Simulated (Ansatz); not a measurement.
`[NH2][Mg][Cl]` + H–F → `[F][Mg][Cl]` + NH₃ at 600 K and 1 bar (ligand exchange at a Mg–N bond).

Calculated with Ansatz (gas phase, PBE0-D4/def2-TZVP geometries, no zero-point term in ΔE). CBS: MP2 limit from def2 TZ/QZ plus the TZ coupled-cluster correction, frozen cores. This one scheme is used for every species. For Mg outer-core shells are correlated without core-valence functions, which leaves a few kJ/mol of doubt a bond. One conformer a species, not always the lowest.

| species | CCSD(T)/CBS energy (Eh) | H − E (kJ/mol) | S (J/(mol·K)) |
| --- | --- | --- | --- |
| `[NH2][Mg][Cl]` | -715.67895 | 105.7 | 343.6 |
| H–F | -100.39570 | 42.3 | 194.0 |
| `[F][Mg][Cl]` | -759.61026 | 39.3 | 305.3 |
| NH₃ | -56.50880 | 112.4 | 219.5 |

H − E and S are ideal-gas, rigid-rotor, harmonic terms from PBE0-D4/def2-TZVP, for one conformer and one mirror image of each species. 1 Eh = 2625.50 kJ/mol, R = 8.31446 J/(mol·K).

Q: By hand: ΔE, ΔH, ΔS and ΔG.

A: ΔE = (-759.61026) + (-56.50880) − (-715.67895) − (-100.39570) = -0.04441 Eh = -116.6 kJ/mol. Δ(H − E) = 39.3 + 112.4 − 105.7 − 42.3 = 3.7, so ΔH = -112.9 kJ/mol. ΔS = 305.3 + 219.5 − 343.6 − 194.0 = -12.8 J/(mol·K). ΔG = -112.9 − 600 × (-12.8)/1000 = -105.2 kJ/mol.

Q: By hand: the equilibrium constant, and the temperature at which ΔG would vanish if ΔH and ΔS stayed fixed.

A: log₁₀ K = −ΔG/(RT ln 10) = 9.2. ΔG = 0 at ΔH/ΔS = 8820 K, far beyond where these terms or the molecules hold.

The number of gas molecules stays the same, so ΔS is small and ΔH decides. A doubt of 5 kJ/mol in ΔE shifts log₁₀ K by 0.4 here. Other conformers and mirror images would add mixing entropy, several J/(mol·K) or more a flexible species. These are equilibria of isolated gas molecules and say nothing of rates. Largest T1 diagnostic: 0.010 (customary marks: 0.02 for closed shells, 0.045 for open ones).
